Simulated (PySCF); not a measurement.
Question: Give a PBE0-D3(BJ)/def2-SVP geometry of `S=P([S-])([S-])[S-]`. (Charge -3.)

Answer: 
```
atom  x, y, z in Å
S1     0.090   -0.289    2.138
P2     0.031    0.060    0.066
S3    -0.187    2.121   -0.291
S4     1.817   -0.622   -0.809
S5    -1.598   -0.967   -0.776
```

Any rigid rotation of these coordinates is as good. Atoms count from 1 in this order. All 4 P–S bonds measure 2.102 Å. P2 (phosphorus bonded to 4 S) is tetrahedral (angles from 109.3° to 109.6°).

Bonds between heavy atoms (Å): S1=P2 2.102, P2–S3 2.102, P2–S4 2.102, P2–S5 2.102.

Computed, not measured: PBE0-D3(BJ)/def2-SVP geometry optimisation, gas phase in PySCF.

Point group: Td (every atom within 0.08 Å of its image). PBE0-D3(BJ)/def2-SVP frequencies: not computed here. Whether so highly charged an anion holds all its electrons in the gas phase wasn't checked; a finite basis holds them in any case. The ion is multiply charged and computed without counter-ions or solvent. The geometry's basis has no diffuse functions, a weakness for an anion.

On one thread, Arm Neoverse V1 (aarch64), shared host, this took 9.9 s and 0.39 GiB of memory at its peak. That covers the optimisation of the geometry.
